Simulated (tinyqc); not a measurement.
CIS and TDHF on RHF in the sto-3g basis, frozen core, for HF, spin multiplicity 1, step by step. One step of it, computed by the program tinyqc.

Task: CIS matrix, singlets. A(ia,jb) = (e_a - e_i) d_ij d_ab + 2 (ia|jb) - (ij|ab).

orbital energies (hartree): MO1 -25.909248, MO2 -1.444733, MO3 -0.554346, MO4 -0.462197, MO5 -0.462197, MO6 0.530458

Two-electron integrals over orbitals (pq|rs), unique and non-zero (hartree); the lowest 1 orbital is frozen and left out:
```
(22|22) 0.859257    (32|22) -0.030621   (32|32) 0.152913    (33|22) 0.738528
(33|32) -0.037393   (33|33) 0.738426    (42|42) 0.183577    (43|42) -0.038820
(43|43) 0.043906    (44|22) 0.883151    (44|32) -0.076325   (44|33) 0.732560
(44|44) 0.997514    (52|52) 0.183577    (53|52) -0.038820   (53|53) 0.043906
(54|54) 0.053770    (55|22) 0.883151    (55|32) -0.076325   (55|33) 0.732560
(55|44) 0.889973    (55|55) 0.997514    (62|22) -0.117651   (62|32) -0.055726
(62|33) -0.031652   (62|44) -0.115507   (62|55) -0.115507   (62|62) 0.094671
(63|22) -0.186735   (63|32) 0.093249    (63|33) -0.114800   (63|44) -0.210915
(63|55) -0.210915   (63|62) 0.051821    (63|63) 0.192900    (64|42) -0.038568
(64|43) -0.017167   (64|64) 0.030809    (65|52) -0.038568   (65|53) -0.017167
(65|65) 0.030809    (66|22) 0.669777    (66|32) 0.063931    (66|33) 0.666546
(66|44) 0.644684    (66|55) 0.644684    (66|62) -0.063863   (66|63) -0.017697
(66|66) 0.705187
```

Give: CIS matrix A, singlet.

Result:

CIS matrix A, singlet (hartree), lower triangle:
```
       2>6    3>6    4>6    5>6
2>6  1.495
3>6  0.040  0.804
4>6  0.000  0.000  0.410
5>6  0.000  0.000  0.000  0.410
```
